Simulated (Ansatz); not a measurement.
Born–Oppenheimer molecular dynamics of AlH₃ (4 atoms, charge 0, multiplicity 1). It starts at the highest image of a converged band. Of that band: Neighbouring images differ by up to 1.5 eV, so the band resolves the path poorly. A vibrational analysis at the climbing image gives one clearly imaginary mode, 1401i cm⁻¹: a first-order saddle point.

Method: RKS BHLYP/6-31G* (Ansatz 0.2.0).

```json
{"ensemble": "NVE (velocity Verlet)", "time step": "0.5 fs", "steps asked": "200", "starting velocities drawn for": "100 K", "seed": "8715"}
```

First frame:

```xyz
4
Properties=species:S:1:pos:R:3
Al -0.271 0.000 0.616
H 1.165 0.000 1.272
H 1.378 0.000 -0.092
H -0.704 0.000 -0.890
```

**Question.** How far do the bonds stretch over the last three quarters of this one trajectory? (Pairs bonded in most of those frames.)

**Answer.** 
```json
{"bond": "Al1–H4", "mean (Å)": "1.673", "spread (Å)": "0.049", "shortest": "1.60", "longest": "1.75"}
{"bond": "H2–H3", "mean (Å)": "0.804", "spread (Å)": "0.141", "shortest": "0.58", "longest": "0.98"}
```

Mean temperature of the second half: 5528 K. The conserved energy wandered by up to 6.7 meV per atom (net 2.1 meV per atom), which is poor conservation. The system heated up, since it started high on the potential surface and ran downhill. A run of 0.1 ps of so small a system gives no equilibrium averages. The orbitals stay closed-shell, which can raise the energy where a bond breaks towards radicals; this wasn't checked here.

Time of the run: 91 s on 1 thread of Intel(R) Xeon(R) Platinum 8375C CPU @ 2.90GHz (Ice Lake), with other jobs on the host, peak memory 0.093 GiB.
